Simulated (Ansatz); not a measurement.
# FH7NSi: the cost of one run

Program: Ansatz 0.2.0, Gaussian basis. Level of theory: RKS PBE-D4/def2-SVP. These are calculated values, not measurements.

Levels: PBE-D4, revPBE-D4, BLYP-D4, r2SCAN-D4, B97M-V, PBE0-D4, B3LYP-D4, HSE06-D4, wB97X-V, wB97M-V, B2PLYP, Hartree-Fock, MP2, CCSD, CCSD(T). The reference is CCSD(T) extrapolated to the basis limit.

Cores are frozen in the correlated methods. B3LYP uses VWN-RPA correlation. B2PLYP carries no dispersion term here.

176 further runs of the same task are left out: 176 set aside as unsound or not needed. Runs told in other sessions of the task aren't counted.

### 1 Where the work starts

The pair, from a GFN2-xTB docking trial: 10 atoms, charge 1, spin multiplicity 1.

Atoms are counted from 1 here; the program's logs count them from 0.

Bond lengths: N1–H2 1.023 Å, N1–H3 1.024 Å, N1–H4 1.048 Å, N1–H5 1.026 Å, Si6–F7 1.676 Å, Si6–H8 1.451 Å, Si6–H9 1.448 Å, Si6–H10 1.449 Å. Angles: H2–N1–H3 109.7°, H2–N1–H4 109.4°, H2–N1–H5 109.7°, H3–N1–H4 109.3°, H3–N1–H5 109.8°, H4–N1–H5 108.9°, F7–Si6–H8 100.5°, F7–Si6–H9 100.7°, F7–Si6–H10 100.0°, H8–Si6–H9 116.9°, H8–Si6–H10 117.4°, H9–Si6–H10 116.2°.

As a file:

```
atom    x (Å)    y (Å)    z (Å)
  N1   0.0143  -0.0110  -2.1049
  H2   0.4982   0.8040  -2.4911
  H3  -0.9702   0.0063  -2.3866
  H4   0.0760   0.0111  -1.0593
  H5   0.4575  -0.8705  -2.4465
 Si6  -0.0277   0.0161   2.2757
  F7   0.1133  -0.0114   0.6060
  H8   1.2871   0.5064   2.6437
  H9  -0.3048  -1.3798   2.5452
 H10  -1.1438   0.9288   2.4179
```

Atoms 1 to 5 are fragment A (NH₄+), the rest fragment B (SiH₃F).

### 2 A first relaxation in a small basis

File pre/in.yaml:

```yaml
crystal:
  periodic: [false, false, false]
  atoms:
    - {symbol: N, position_ang: [0.014300, -0.011000, -2.104900]}
    - {symbol: H, position_ang: [0.498200, 0.804000, -2.491100]}
    - {symbol: H, position_ang: [-0.970200, 0.006300, -2.386600]}
    - {symbol: H, position_ang: [0.076000, 0.011100, -1.059300]}
    - {symbol: H, position_ang: [0.457500, -0.870500, -2.446500]}
    - {symbol: Si, position_ang: [-0.027700, 0.016100, 2.275700]}
    - {symbol: F, position_ang: [0.113300, -0.011400, 0.606000]}
    - {symbol: H, position_ang: [1.287100, 0.506400, 2.643700]}
    - {symbol: H, position_ang: [-0.304800, -1.379800, 2.545200]}
    - {symbol: H, position_ang: [-1.143800, 0.928800, 2.417900]}
basis:
  gaussian: {orbitals: def2-SVP}
total_charge: 1
hamiltonian: {xc: pbe, dispersion: d4}
relax: {f_tol: 0.03, max_steps: 250}
```

Launch:

```bash
ansatz run in.yaml --threads 4 --pin off --events-out ev --progress --plain --max-ram 9574MiB
```

**Question.** How long does this run take on 4 threads of Arm Neoverse V2, shared host?

About 3.5 s.
